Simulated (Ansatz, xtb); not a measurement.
**Relative energy of two isomers of C4H4O2**

Structure I is `O=C/C=C/C=O`, a singlet and structure II is `C=C(C=O)C=O`, a singlet. Both are isolated molecules in the gas phase, relaxed with r2SCAN-D4/def2-SVP; each stands in its lowest conformer found.

I (Å):

```tsv
atom	x (Å)	y (Å)	z (Å)
C	0.1319	0.4631	-1.3688
C	0.3670	-0.8343	-0.7084
C	1.1653	-1.7781	-1.2496
C	1.4003	-3.0756	-0.5891
O	-0.5779	1.3291	-0.9092
O	2.1104	-3.9414	-1.0484
H	0.6683	0.5940	-2.3474
H	-0.1422	-0.9963	0.2510
H	1.6744	-1.6162	-2.2089
H	0.8637	-3.2065	0.3894
```

II (Å):

```xyz
10

C    -0.8708    1.0306   -0.0336
C    -1.5957   -0.1042    0.0136
C    -3.0507   -0.0633    0.3660
C    -0.9743   -1.4166   -0.2809
O    -3.6417    0.9611    0.6213
O    -1.5724   -2.4688   -0.2551
H     0.1941    1.0157   -0.2899
H    -1.3482    1.9911    0.1872
H    -3.5543   -1.0601    0.3754
H     0.1198   -1.3682   -0.5369
```

Energies in hartree; the thermal terms are from r2SCAN-D4/def2-SVP harmonic frequencies (ideal gas, rigid rotor, one conformer each, 298.15 K, 1 atm) and include the zero-point energy:

```
                              I           II
E, CCSD(T)/def2-SVP  −304.194666  −304.195498
    E, MP2/def2-SVP  −304.126152  −304.126173
  E, MP2/def2-TZVPP  −304.687263  −304.685416
  zero-point energy     0.070602     0.070605
       H(298 K) − E     0.077751     0.077614
       G(298 K) − E     0.041281     0.040837
```

Problem. Correct the CCSD(T) difference for the basis set by the MP2 change, then work out ΔE, ΔE₀, ΔH and ΔG for I → II in kJ/mol (1 Eh = 2625.50 kJ/mol) and the equilibrium ratio [II]/[I].

Solution. 1. Differences II − I: CCSD(T) −0.000832, MP2 in the small set −0.000021, MP2 in the large set +0.001847 Eh.
2. ΔE = −0.000832 + (+0.001847 − (−0.000021)) = +0.001036 Eh = +2.72 kJ/mol.
3. ΔE₀ = ΔE + ΔZPE = +0.001036 + (+0.000003) Eh = +2.73 kJ/mol.
4. ΔH = ΔE + (−0.000137) Eh = +2.36 kJ/mol.
5. ΔG = ΔE + (−0.000444) Eh = +1.55 kJ/mol, so ΔS = (ΔH − ΔG)/T = +2.7 J/(mol K).
6. kT = 0.9442 mEh, so K = [II]/[I] = exp(−ΔG/kT) = exp(−0.63) ≈ 0.53.

The two are too close for this level to say which is favoured. An error of 4 kJ/mol in ΔG would change K by a factor of 5. Mirror images and further conformers aren't counted.

As drawn, both hold the same kinds of bond in the same numbers.

Other levels gave ΔE = +1.5 (GFN2-xTB); +1.6 (HF/STO-3G, GFN2-xTB geometries); +2.2 (r2SCAN-D4/def2-SVP//GFN2-xTB); +1.6 (r2SCAN-D4/def2-SVP); −3.9 (HF/def2-SVP); −0.1 (MP2/def2-SVP); −2.2 (CCSD(T)/def2-SVP) kJ/mol. The correlated steps freeze 6 core orbitals. Programs: Ansatz 0.2.0, xtb 6.7.1.
